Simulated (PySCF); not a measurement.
Reproducing measurements on NaF

**Experimental background.**

Liu, Meijer, Perez-Rios, Phys. Chem. Chem. Phys. 22 (2020) 24191 lists, for the gas: dipole moment 8.1558 D.

The results are set against them at the end.

NaF.
SMILES with atom numbers: `[F:1][Na:2]`

Geometry (PBE0-D3(BJ)/def2-SVP, Å), atoms numbered from 1 in this order:
```xyz
2
NaF angstrom
F      0.9443   -0.0014   -0.0046
Na    -0.9416    0.0027   -0.0095
```

Runs made with PySCF (gas phase, on this PBE0-D3(BJ)/def2-SVP geometry; no spin–orbit coupling):

```csv
level,job,basis functions,wall time
"PBE0-D3(BJ)/def2-SVP, grid level 1",geometry optimisation from a GFN2-xTB start,29,1.1 s
```

Hardware: an Arm Neoverse V2 with one thread, on a shared host.

Results beside the measurements:

**Dipole moment.** Measured: 8.1558 D (Liu, Meijer, Perez-Rios, Phys. Chem. Chem. Phys. 22 (2020) 24191).

```tsv
level	computed (D)	computed − measured (D)	% (from the printed values)
PBE0-D3(BJ)/def2-SVP	7.309	-0.847	-10
```

The computed dipoles belong to one fixed geometry; measured ones are averaged over vibrations unless marked μe. Magnitudes are compared, not signs.

The geometry is computed, not the measured one. Where a level misses, the cause wasn't examined.
